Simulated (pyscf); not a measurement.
Single points on ωB97X-D3(BJ)/def2-SVP structures (PySCF, gas phase).

Question: PBE/def2-TZVP puts the barrier of HO–PH–OH + SiH₄ → HO–P(OH)–SiH₃ + H₂ (four-centre exchange; singlet surface; H–P, H–Si broken, P–Si, H–H formed) at 156.9 kJ/mol and the reaction energy at +17.7 kJ/mol, from the separated reactants. What do r²SCAN/def2-TZVP, M06-2X/def2-TZVP, ωB97M-D3(BJ)/def2-TZVP give on the same structures?

Answer: r²SCAN: ΔE‡ = 166.0 kJ/mol, ΔE = +19.7 kJ/mol; M06-2X: ΔE‡ = 205.3 kJ/mol, ΔE = +22.5 kJ/mol; ωB97M-D3(BJ): ΔE‡ = 199.5 kJ/mol, ΔE = +28.4 kJ/mol. PBE's barrier lies under all of them, by 9.1 to 48.3 kJ/mol. Its reaction energy lies under all of them, by 2.0 to 10.7 kJ/mol. The same reactants have a lower exit, to HO–SiH₃ + HO–PH₂ (barrier +139.2 kJ/mol at ωB97M-D3(BJ)/def2-TZVP, against +199.5 kJ/mol here). HO–P(OH)–SiH₃ lies 171.2 kJ/mol over its isomer HO–SiH₂–O–PH₂ (electronic energy, ωB97M-D3(BJ)/def2-TZVP). One saddle was located; it need not be the lowest between these sides.
